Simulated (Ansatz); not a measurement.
Two isomers of C2H2O2: A = `O=C=CO`, B = `O=CC=O`.

Computed with Ansatz on PBE0-D4/def2-TZVP structures; ΔE is electronic, products minus reactants. CBS: MP2 limit from def2 TZ/QZ plus the TZ coupled-cluster correction, frozen cores. This one scheme is used for every species. Functionals use def2-TZVPP. B3LYP here is the variant with VWN-RPA as its local correlation; programs differ in this. One conformer a species, not always the lowest.

Question: Which is lower in electronic energy at CCSD(T)/CBS, and by how much? (An estimate is asked.)

Answer: Ansatz gave: B, by 61.1 kJ/mol.

Question: Give E(B) − E(A) in kJ/mol with LDA (SPW92), PBE0-D4, CCSD(T)/def2-TZVPP, MP2/def2-TZVPP, B3LYP, HF/def2-TZVPP, CCSD/def2-TZVPP. (An estimate is asked.)

Answer: Computed: LDA (SPW92) -27.1, PBE0-D4 -47.4, CCSD(T)/def2-TZVPP -64.4, MP2/def2-TZVPP -59.3, B3LYP -53.5, HF/def2-TZVPP -74.7, CCSD/def2-TZVPP -65.4. None reverses the order clearly.

Question: Does the order hold for the free energy at 298.15 K (harmonic terms from PBE0-D4)? (Estimate.)

Answer: Ansatz gave: Yes: G(B) − G(A) = -61.0 kJ/mol, for one conformer each.

Largest T1 diagnostic: 0.016.

In def2-TZVPP, CCSD(T) changes the Hartree–Fock value by +10.4 kJ/mol (the triples alone add +1.1 kJ/mol) and MP2 by +15.4 kJ/mol. Leaving LDA and LC-ωPBE aside and taking each functional with its dispersion term where it has one, the values, not all of them listed here, spread over 14.9 kJ/mol, from ωB97X-V to PBE-D4. LDA lies +17.6 kJ/mol from PBE without D4.
